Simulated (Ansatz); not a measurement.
Ansatz (a quantum-chemistry and plane-wave program) input (B3LYP-D3(BJ)/def2-TZVP):

Ansatz 0.2 input:
```yaml
crystal:
  periodic: [false, false, false]
  atoms:
    - {symbol: C, position_ang: [0.67501570, 1.96159264, -0.00794810]}
    - {symbol: C, position_ang: [0.76127927, 0.49408983, -0.00648807]}
    - {symbol: C, position_ang: [-0.63809856, -0.17049035, -0.00480236]}
    - {symbol: C, position_ang: [-0.53353773, -1.68912208, -0.01077025]}
    - {symbol: H, position_ang: [-1.52484329, -2.13718055, -0.00739143]}
    - {symbol: H, position_ang: [0.51785473, 2.49680953, 0.90811430]}
    - {symbol: H, position_ang: [0.58576931, 2.50191594, -0.93014800]}
    - {symbol: H, position_ang: [0.00481199, -2.03969272, 0.86725353]}
    - {symbol: H, position_ang: [-0.00434515, -2.03310185, -0.89694567]}
    - {symbol: H, position_ang: [1.29605614, 0.14367472, -0.89328860]}
    - {symbol: H, position_ang: [1.29235137, 0.14553478, 0.88363234]}
    - {symbol: H, position_ang: [-1.18988653, 0.16570501, -0.88440402]}
    - {symbol: H, position_ang: [-1.18428418, 0.15988054, 0.88049511]}
basis:
  gaussian:
    orbitals: def2-TZVP
hamiltonian:
  xc: b3lyp
  dispersion: d3bj
magnetization: {spin_polarized: true, initial_magnetization: 1}
relax: {f_tol: 0.002, max_steps: 150}
```

End of the output:

```
Total energy: -4295.64904193 eV, -157.8621905954 hartree
Atom 0 at     0.677613     1.984722    -0.005871 Å, force     0.000079    -0.000420     0.000165 eV/Å
Atom 1 at     0.746467     0.502088    -0.008682 Å, force     0.000611     0.001624     0.000005 eV/Å
Atom 2 at    -0.639810    -0.180867    -0.007702 Å, force    -0.000732    -0.000356    -0.000036 eV/Å
Atom 3 at    -0.539343    -1.703279    -0.008843 Å, force    -0.000485    -0.000384     0.000340 eV/Å
Atom 4 at    -1.527782    -2.166417    -0.007670 Å, force     0.000307    -0.000052    -0.000072 eV/Å
Atom 5 at     0.549924     2.532594     0.918276 Å, force     0.000376    -0.000145    -0.000016 eV/Å
Atom 6 at     0.604848     2.540939    -0.930790 Å, force    -0.000274    -0.000098     0.000042 eV/Å
Atom 7 at    -0.001405    -2.062533     0.871770 Å, force     0.000071     0.000127     0.000013 eV/Å
Atom 8 at    -0.004087    -2.061386    -0.891547 Å, force     0.000143     0.000140    -0.000022 eV/Å
Atom 9 at     1.297175     0.151474    -0.887844 Å, force     0.000153    -0.000241    -0.000117 eV/Å
Atom 10 at     1.297447     0.148550     0.869717 Å, force    -0.000164    -0.000267    -0.000078 eV/Å
Atom 11 at    -1.202499     0.157503    -0.882055 Å, force     0.000050     0.000029    -0.000006 eV/Å
Atom 12 at    -1.200406     0.156228     0.868549 Å, force    -0.000135     0.000043    -0.000218 eV/Å
Dipole moment:    -0.045222    -0.061903    -0.000750 e Å
```

It need not be the lowest isomer of its formula.
